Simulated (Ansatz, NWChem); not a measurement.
## Errors in the dipole moment

6 molecules with halogens; the dipole moment in D, computed less measured. Shapes, held fixed at every level: PBE0-D4/def2-TZVP. No vibrational averaging. Dipoles are compared by magnitude; molecules under 1 D, whose direction can flip, are left out. Programs: Ansatz 0.2.0, NWChem 7.3.0. Measured values: NIST CCCBDB.

Levels: A = HF/3-21G; B = PBE-D4/def2-TZVPP; C = r2SCAN-D4/def2-TZVPP; D = B3LYP/6-31G* (Cartesian functions).

| molecule | measured | A | B | C | D |
| --- | --- | --- | --- | --- | --- |
| PF3 (phosphorus trifluoride) | 1.03 | +1.14 | -0.19 | -0.18 | -0.05 |
| CH2F2 (difluoromethane) | 1.97 | +0.42 | -0.25 | -0.17 | -0.28 |
| CH3F (fluoromethane) | 1.85 | +0.38 | -0.18 | -0.12 | -0.16 |
| C2F3N (cyanotrifluoromethane) | 1.33 | -0.54 | +0.15 | +0.16 | +0.15 |
| C2H3F (SMILES C=CF) | 1.43 | +0.32 | -0.23 | -0.17 | -0.23 |
| C2H4F2 (1,1-difluoroethane) | 2.27 | +0.32 | -0.22 | -0.13 | -0.34 |

Q: Which level does best on this set, which worst, and which err to one side?

A: 
| level | kind | mean error | mean absolute error | worst case |
| --- | --- | --- | --- | --- |
| HF/3-21G | Hartree–Fock | +0.340 | 0.520 | PF3 |
| PBE-D4/def2-TZVPP | GGA | -0.153 | 0.203 | CH2F2 |
| r2SCAN-D4/def2-TZVPP | meta-GGA | -0.102 | 0.155 | PF3 |
| B3LYP/6-31G* (Cartesian functions) | global hybrid | -0.152 | 0.202 | C2H4F2 |

On this set r2SCAN-D4/def2-TZVPP has the smallest mean absolute error and HF/3-21G the largest. HF/3-21G is too high in 5 of 6; PBE-D4/def2-TZVPP is too low in 5 of 6; r2SCAN-D4/def2-TZVPP is too low in 5 of 6; B3LYP/6-31G* (Cartesian functions) is too low in 5 of 6. The tabulated value of C2F3N is in doubt (older tables, estimates, or at odds with other calculations) and kept here. Over the 5 molecules whose values aren't doubted the mean absolute errors are A 0.516; B 0.214; C 0.154; D 0.212. The set is small.
